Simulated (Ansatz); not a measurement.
We consider bcc Mo, described by PBE-D4 (Ansatz, a quantum-chemistry and plane-wave program, plane waves, PAW).

Input file:

Ansatz 0.2 input:
```yaml
crystal:
  lattice:
    - [-1.5994501495, 1.5994501495, 1.5994501495]
    - [1.5994501495, -1.5994501495, 1.5994501495]
    - [1.5994501495, 1.5994501495, -1.5994501495]
  atoms:
    - { symbol: Mo, position: [0.0, 0.0, 0.0] }
basis:
  ecutwfc: 520
  ecutrho_ratio: 4
  xc_grid: 2
kpoints:
  mp_grid: { grid: [24, 24, 24] }
hamiltonian:
  xc: pbe
  dispersion: d4
  pseudopotentials: { kind: paw }
scf:
  occupations: { method: fermi_dirac, width: 0.05 }
  convergence: { dr2_threshold: 0.0000000001 }
output:
  forces: false
  stress: true
  eigenvalues: true
```

Task: How many irreducible k-points, plane waves at Γ does the program set up, and what pressure does the run end with?

Result: 413 irreducible k-points, 429 plane waves at Γ; P = -14.04 GPa, so the cell is stretched on average and its volume would shrink at this level.

The run printed, among other lines:

```
Crystal: 1 atoms, lattice volume = 16.367 Å³
Basis set: ecut = 520 eV, 429 PW (Γ), exchange–correlation on 48×48×48 points (8 copies of the dense FFT grid, shifted against one another)
Bands: 11, of which v1, the nominal top of the filled ones, is band 7 counted from 1 (6 counted from 0)
Symmetry: 48 space group operations
Space group: Im-3m (ITA 229), of the structure as read, at distance tolerance 2.5e-5 Å
k-points: 413 of 13824
Functional: x = pbe(κ = 0.804, μ = 0.2195149727645171), c = pbe(β = 0.06672455060314922)
SCF iter   1: F=—  HF=-4956.592293 eV  |F-HF|=—  |Δ(HF+E_count)|=         —  Δρ=2.45e-3  dr2=6.60e-4
SCF iter   2: F=—  HF=-4956.592300 eV  |F-HF|=—  |Δ(HF+E_count)|=   6.43e-6  Δρ=1.17e-3  dr2=9.12e-5
  ...
SCF iter   6: F=—  HF=-4956.592322 eV  |F-HF|=—  |Δ(HF+E_count)|=   6.38e-9  Δρ=5.78e-6  dr2=1.75e-9
SCF iter   7: F=-4956.592322 eV  HF=-4956.592322 eV  |F-HF|=4.55e-12  |Δ(HF+E_count)|=  6.48e-10  Δρ=3.92e-7  dr2=7.65e-12
SCF 1 converged in 7 iterations: F = -4956.592322 eV  dr2 = 7.65e-12
SCF converged after 7 iterations
Free energy (F): -4956.592322 eV
Internal energy: -4956.586493 eV  (E = F + TS)
E sigma→0 (E₀):  -4956.589407 eV
Fermi energy:    20.032338 eV
--- Stress (GPa, compression-positive) ---
      -14.043347      -0.000000       0.000000
        0.000000     -14.043347       0.000000
       -0.000000      -0.000000     -14.043347
  P = ⅓ Tr σ = -14.0433 GPa (-140.433 kbar)
```

The cell is one volume of an energy–volume scan, off the minimum.

It cost very roughly 6 core-seconds of CPU time.
